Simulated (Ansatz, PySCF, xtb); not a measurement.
Potential energy curve for SMILES S=C=S (CS₂). The C1–S3 bond (C1 also carries S; S3 carries nothing else) is pulled apart rigidly from the PBE0/def2-TZVP optimised geometry.

- UKS-PBE0 = unrestricted PBE0/cc-pVTZ (Ansatz, a program for electronic structure)
- GFN1-xTB (xtb)
- UHF/STO-3G = unrestricted Hartree-Fock/STO-3G run with PySCF 2.14.0
- UKS-B3LYP/6-31G* = unrestricted B3LYP/6-31G*, spherical d in PySCF 2.14.0

Energies are in eV, each relative to the lowest point of its own curve near equilibrium.

```
R / Å  UKS-PBE0  GFN1-xTB  UHF/STO-3G  UKS-B3LYP/6-31G*
-----  --------  --------  ----------  ----------------
1.23      5.093     6.371       5.569             5.383
1.31      2.439     2.963       2.567             2.626
1.40      0.807     0.954       0.754             0.908
1.45      0.331     0.388       0.256             0.395
1.50      0.079     0.093       0.025             0.110
1.55      0.000     0.000       0.000             0.000
1.60      0.052     0.056       0.132             0.024
1.65      0.204     0.220       0.381             0.149
1.70      0.428     0.462       0.712             0.348
1.80      1.017     1.094       1.515             0.888
1.95      2.048     2.197       2.771             1.852
2.10      3.063     3.294       3.800             2.806
2.35      4.436     4.846       4.413             4.114
2.55      4.938     5.714       4.392             4.647
2.78      5.151     6.310           —             4.876
3.05      5.245     6.654           —             4.983
3.45      5.305     6.838           —             5.057
3.78      5.330     6.884           —             5.091
4.23      5.350     6.905           —             5.117
4.65      5.360         —           —             5.129
5.45      5.369         —           —             5.137
```

At the longest distance, 5.45 Å, UKS-PBE0 lies highest above its minimum (5.369 eV) and UKS-B3LYP/6-31G* lowest (5.137 eV).

A dash means that the run gave no value there, or that the column was ended at a point which the program doubted or which failed a test of continuity chosen for this set; such a test can also cut sound points.

The unrestricted determinant behind UKS-PBE0, UHF/STO-3G, UKS-B3LYP/6-31G* is spin-contaminated at 2.35 to 5.45 Å (<S²> up to 1.0, against 0.00 for a pure singlet).
